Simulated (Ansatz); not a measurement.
Bond stretch in CH, doublet.

- UKS-BLYP = unrestricted BLYP/aug-cc-pVDZ in Ansatz (an electronic-structure program)
- FCI = Ansatz with full CI/aug-cc-pVDZ, frozen core

Energies relative to the lowest point of each curve near equilibrium, in kcal/mol:

```json
[
 {"R / Å": "0.95", "UKS-BLYP": "17.0"},
 {"R / Å": "1.01", "UKS-BLYP": "7.2"},
 {"R / Å": "1.04", "UKS-BLYP": "4.1"},
 {"R / Å": "1.09", "UKS-BLYP": "1.0"},
 {"R / Å": "1.24", "UKS-BLYP": "2.0"},
 {"R / Å": "1.29", "UKS-BLYP": "4.5"},
 {"R / Å": "1.89", "UKS-BLYP": "49.4"},
 {"R / Å": "2.03", "UKS-BLYP": "58.4"},
 {"R / Å": "2.24", "UKS-BLYP": "68.4"},
 {"R / Å": "3.06", "UKS-BLYP": "81.7"},
 {"R / Å": "3.36", "UKS-BLYP": "82.7"},
 {"R / Å": "4.57", "UKS-BLYP": "83.5"}
]
```

Task: Estimate the FCI values at these points.

Result: 0.95: 16.9; 1.01: 6.9; 1.04: 3.8; 1.09: 0.8; 1.24: 2.5; 1.29: 5.2; 1.89: 49.3; 2.03: 56.9; 2.24: 65.2; 3.06: 76.1; 3.36: 76.8; 4.57: 77.4 (kcal/mol).

The unrestricted determinant behind UKS-BLYP is spin-contaminated at 2.03 to 4.57 Å (<S²> up to 1.8, against 0.75 for a pure doublet).
